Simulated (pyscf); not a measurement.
Single points on ωB97X-D3(BJ)/def2-SVP structures (PySCF, gas phase).

Q: For `[CH3][AlH][CH3]` + `[OH][SiH3]` → `[CH4]` + `[CH3][AlH][O][SiH3]`, a four-centre exchange (singlet surface; Al–C, H–O broken, C–H, Al–O formed), PBE/def2-TZVP gives ΔE‡ = -6.4 kcal/mol and ΔE = -39.8 kcal/mol (zero: the separated reactants). In which direction and how far do B3LYP-D3(BJ)/def2-TZVP, PBE0-D3(BJ)/def2-TZVP, ωB97M-D3(BJ)/def2-TZVP move these?

A: B3LYP-D3(BJ): ΔE‡ = -5.6 kcal/mol, ΔE = -43.5 kcal/mol; PBE0-D3(BJ): ΔE‡ = -7.4 kcal/mol, ΔE = -40.6 kcal/mol; ωB97M-D3(BJ): ΔE‡ = -4.7 kcal/mol, ΔE = -41.9 kcal/mol. PBE's barrier lies among them. Its reaction energy lies over all of them, by 0.8 to 3.7 kcal/mol. On the reactant side the descent ends in an adduct with a Al–O contact, 21.5 kcal/mol under the separated species and 15.2 kcal/mol under the saddle at ωB97X-D3(BJ)/def2-TZVP. At PBE, B3LYP-D3(BJ), PBE0-D3(BJ), ωB97M-D3(BJ) the saddle lies under the separated reactants, which points to a path from their complex (located at ωB97X-D3(BJ) alone). What is counted as formed (Al–O) is already present as a longer contact in the reactant adduct; forming that adduct is a step of its own. At the saddle there is also a short Al–H contact that neither side keeps. One saddle was located; it need not be the lowest between these sides.
